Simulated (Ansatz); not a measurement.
# C₂HClS, SMILES S=C=CCl: a ladder of methods at one geometry

Computed with Ansatz's Python interface.

The cells in order, each with its output:

In [1]:
```python
from pathlib import Path

import ansatz
import numpy as np

BASIS_SET = "cc-pVDZ"
```

In [2]:
```python
molecule = (
    ansatz.Crystal.molecule()
    .atom("S", [-1.212, -1.6702, 1.4596])
    .atom("C", [-0.2999, -0.4925, 0.4384])
    .atom("C", [0.3783, 0.3222, -0.2919])
    .atom("Cl", [-0.3054, 1.364, -1.3828])
    .atom("H", [1.489, 0.4029, -0.2647])
)
```

In [3]:
```python
calculation = molecule.calculation().basis(gaussian=BASIS_SET)
```

In [4]:
```python
print("functional    E (Ha)        dipole (D)   HOMO (eV)  LUMO (eV)")
for name in ["r2scan", "r2scan0", "hse06", "pbe0", "lc_wpbe"]:
    data = calculation.functional(name).forces().orbitals().run(threads=1, runs_dir="runs").report
    lines = Path(data["orbitals_path"]).read_text().splitlines()
    field_of = lambda key: [line.split("=")[1].strip() for line in lines if line.startswith(key)]
    orbitals = [(27.211386 * float(e), s, float(n)) for e, s, n in zip(field_of("Ene="), field_of("Spin="), field_of("Occup="))]
    homo = max(e for e, _, n in orbitals if n > 0.5)
    lumo = min(e for e, _, n in orbitals if n < 0.5)
    dipole = 4.803205 * np.linalg.norm(data["charge_distribution"]["dipole_moment_e_ang"])
    print(f"{name:10s} {data['free_energy_ev'] / 27.211386246:14.6f} {dipole:9.3f} {homo:11.3f} {lumo:10.3f}")
```
```text
functional    E (Ha)        dipole (D)   HOMO (eV)  LUMO (eV)
r2scan        -935.014005     1.454      -5.924     -4.253
r2scan0       -934.988243     1.580      -6.996     -3.448
hse06         -934.711807     1.499      -6.430     -3.829
pbe0          -934.730275     1.507      -6.823     -3.451
lc_wpbe       -934.792670     1.707      -9.420     -1.285
```

Reading the output:
- Total energies depend on the basis set; only differences at equal settings carry meaning.
- The geometry is a force-field or estimated start, not a minimum of this method, and the basis set is short of its limit. A lower total doesn't mark the better method: functionals have no common bound, and MP2 and coupled cluster aren't variational.
- Levels such as HOMO and LUMO are orbital energies: with these approximate functionals they aren't the ionisation energy and electron affinity, and their gap isn't the fundamental gap.
- For Al to Cl the sets with a tight d function, cc-pV(X+d)Z, are usual.
- hse06 follows the composition of plane-wave codes, whose totals differ by tens of mHa, up to about 0.1 Ha, from the form usual in Gaussian-basis programs (wpbeh).
- It ran for 18 s on 1 thread of Arm Neoverse V1, with other jobs on the host, peak memory 0.19 GiB.
